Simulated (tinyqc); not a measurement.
Inside a calculation. Method: LCCD on RHF in the sto-6g basis, frozen core, for HF, spin multiplicity 1. One step of it, computed by the program tinyqc.

Task: Integrals over molecular orbitals. (pq|rs) = sum C_ip C_jq C_kr C_ls (ij|kl), one index at a time.

coefficients C:
```
              MO1        MO2        MO3       MO4        MO5        MO6
1F 1s    0.997175  -0.242599   0.056820  0.000000   0.000000   0.059192
1F 2s    0.012202   0.981289  -0.316188  0.000000   0.000000  -0.374860
1F 2px   0.000000   0.000000   0.000000  0.152418   0.988316   0.000000
1F 2py   0.000000   0.000000   0.000000  0.988316  -0.152418   0.000000
1F 2pz   0.001315   0.043211   0.691002  0.000000   0.000000  -0.784820
2H 1s   -0.002337   0.112355   0.571502  0.000000   0.000000   0.946502
```

core Hamiltonian H = T + V (hartree):
```
             1F 1s       1F 2s     1F 2px     1F 2py     1F 2pz      2H 1s
1F 1s   -40.901029   -9.119791   0.000000   0.000000  -0.010849  -1.277270
1F 2s    -9.119791  -10.868499   0.000000   0.000000  -0.126744  -2.870455
1F 2px    0.000000    0.000000  -8.675038   0.000000   0.000000   0.000000
1F 2py    0.000000    0.000000   0.000000  -8.675038   0.000000   0.000000
1F 2pz   -0.010849   -0.126744   0.000000   0.000000  -8.746814  -1.988275
2H 1s    -1.277270   -2.870455   0.000000   0.000000  -1.988275  -4.673170
```

Two-electron integrals (ij|kl) in chemists' order, unique and non-zero (hartree):
```
(11|11) 5.406240   (21|11) 0.768129   (21|21) 0.138909   (22|11) 1.266271
(22|21) 0.283987   (22|22) 0.926367   (31|31) 0.029452   (32|31) 0.044681
(32|32) 0.204753   (33|11) 1.266273   (33|21) 0.283987   (33|22) 0.926366
(33|33) 0.998085   (41|41) 0.029452   (42|41) 0.044681   (42|42) 0.204753
(43|43) 0.053789   (44|11) 1.266273   (44|21) 0.283987   (44|22) 0.926366
(44|33) 0.890506   (44|44) 0.998085   (51|51) 0.029452   (52|51) 0.044681
(52|52) 0.204753   (53|53) 0.053789   (54|54) 0.053789   (55|11) 1.266273
(55|21) 0.283987   (55|22) 0.926366   (55|33) 0.890506   (55|44) 0.890506
(55|55) 0.998085   (61|11) 0.113824   (61|21) 0.019739   (61|22) 0.039497
(61|33) 0.039431   (61|44) 0.039431   (61|51) 0.000859   (61|52) 0.001683
(61|55) 0.039631   (61|61) 0.002851   (62|11) 0.295528   (62|21) 0.067309
(62|22) 0.245873   (62|33) 0.242362   (62|44) 0.242362   (62|51) 0.004891
(62|52) 0.037277   (62|55) 0.252895   (62|61) 0.009573   (62|62) 0.081739
(63|31) 0.007376   (63|32) 0.042578   (63|53) 0.007740   (63|63) 0.011817
(64|41) 0.007376   (64|42) 0.042578   (64|54) 0.007740   (64|64) 0.011817
(65|11) 0.204662   (65|21) 0.047260   (65|22) 0.184524   (65|33) 0.176808
(65|44) 0.176808   (65|51) 0.010338   (65|52) 0.068730   (65|55) 0.199954
(65|61) 0.007004   (65|62) 0.075294   (65|65) 0.080578   (66|11) 0.466619
(66|21) 0.108273   (66|22) 0.455400   (66|33) 0.440591   (66|44) 0.440591
(66|51) 0.009553   (66|52) 0.102353   (66|55) 0.485017   (66|61) 0.015500
(66|62) 0.198939   (66|65) 0.212353   (66|66) 0.774999
```

Give: one-electron integrals over orbitals h = C^T H C; Two-electron integrals over orbitals.

Result:

one-electron integrals over orbitals h = C^T H C (hartree):
```
         1       2       3       4       5       6
1  -40.888   0.726  -0.165   0.000   0.000  -0.180
2    0.726  -9.199   0.542   0.000   0.000   0.957
3   -0.165   0.542  -7.155   0.000   0.000   2.110
4    0.000   0.000   0.000  -8.675   0.000   0.000
5    0.000   0.000   0.000   0.000  -8.675   0.000
6   -0.180   0.957   2.110   0.000   0.000  -6.066
```

Two-electron integrals over orbitals (pq|rs), unique and non-zero (hartree); the lowest 1 orbital is frozen and left out:
```
(22|22) 0.869    (32|22) -0.040   (32|32) 0.146    (33|22) 0.722
(33|32) -0.026   (33|33) 0.712    (42|42) 0.187    (43|42) -0.033
(43|43) 0.040    (44|22) 0.892    (44|32) -0.072   (44|33) 0.710
(44|44) 0.998    (52|52) 0.187    (53|52) -0.033   (53|53) 0.040
(54|54) 0.054    (55|22) 0.892    (55|32) -0.072   (55|33) 0.710
(55|44) 0.891    (55|55) 0.998    (62|22) -0.105   (62|32) -0.066
(62|33) -0.028   (62|44) -0.102   (62|55) -0.102   (62|62) 0.092
(63|22) -0.211   (63|32) 0.088    (63|33) -0.106   (63|44) -0.227
(63|55) -0.227   (63|62) 0.045    (63|63) 0.210    (64|42) -0.034
(64|43) -0.020   (64|64) 0.030    (65|52) -0.034   (65|53) -0.020
(65|65) 0.030    (66|22) 0.656    (66|32) 0.056    (66|33) 0.661
(66|44) 0.635    (66|55) 0.635    (66|62) -0.060   (66|63) -0.019
(66|66) 0.696
```
